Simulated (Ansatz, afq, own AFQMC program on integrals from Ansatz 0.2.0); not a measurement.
## F, doublet in cc-pVQZ, levels against CCSDT(Q)

A free F atom.

Basis cc-pVQZ. Only valence electrons are correlated. Integrals, coupled cluster, full CI and functionals: Ansatz 0.2.0; the random walks run on the same integrals in our own AFQMC program. ph-AFQMC/CISD is guided by a CISD state made of CCSD amplitudes; releasing the constraint for a short imaginary time cuts its bias at the price of noise, slowly where states lie close. Free AFQMC starts from the CCSD state and is never constrained. Its projection time is finite, and what remains of the start isn't in its error. Uncertainties: one standard error, sampling alone.

Determinant: UHF, the one that the program's search chose, which needn't be the lowest solution.

No full CI on the walks' own integrals is used here; CCSDT(Q) serves as the reference and is uncertain by about the last step of the cluster series.

- T1 diagnostic: 0.0058
- weight of the determinant in the CISD state: 0.963
- ⟨S²⟩ of the determinant: 0.754
- size of the correlated space: 7 electrons in 54 orbitals

Reference: CCSDT(Q), correlation energy -6.443 eV. The released energy is read at 1.00 1/Eh, later times being too noisy (meV from the phaseless value at times in 1/Eh: -1.3 ± 1.1 at 0.24, -2.4 ± 1.6 at 0.50, -2.8 ± 1.3 at 1.00, -10 ± 6 at 1.50).

```json
{"level": "HF", "E − E(reference) (kcal/mol)": "148.58", "share of correlation (%)": "0.00"}
{"level": "MP2", "E − E(reference) (kcal/mol)": "9.62", "share of correlation (%)": "93.52"}
{"level": "CCSD", "E − E(reference) (kcal/mol)": "3.08", "share of correlation (%)": "97.92"}
{"level": "CCSD(T)", "E − E(reference) (kcal/mol)": "0.18", "share of correlation (%)": "99.88"}
{"level": "CCSDT", "E − E(reference) (kcal/mol)": "0.06", "share of correlation (%)": "99.96"}
{"level": "ph-AFQMC/HF", "E − E(reference) (kcal/mol)": "1.62 ± 0.46", "share of correlation (%)": "98.91"}
{"level": "ph-AFQMC/CISD", "E − E(reference) (kcal/mol)": "0.11 ± 0.04", "share of correlation (%)": "99.93"}
{"level": "released AFQMC", "E − E(reference) (kcal/mol)": "0.04 ± 0.03", "share of correlation (%)": "99.97"}
{"level": "free AFQMC", "E − E(reference) (kcal/mol)": "0.06 ± 0.11", "share of correlation (%)": "99.96"}
```

Free projections are given only where their last times agree within the noise and don't stop above the reference; a slow remainder of the start can still hide under it. A walk keeps the symmetry of its determinant, which the program's search chose and which needn't be the lowest solution, so a lower state of the same spin and another symmetry isn't excluded. Released energies are given only where the last usable release times agree within the noise; a slower fall can still hide under it.
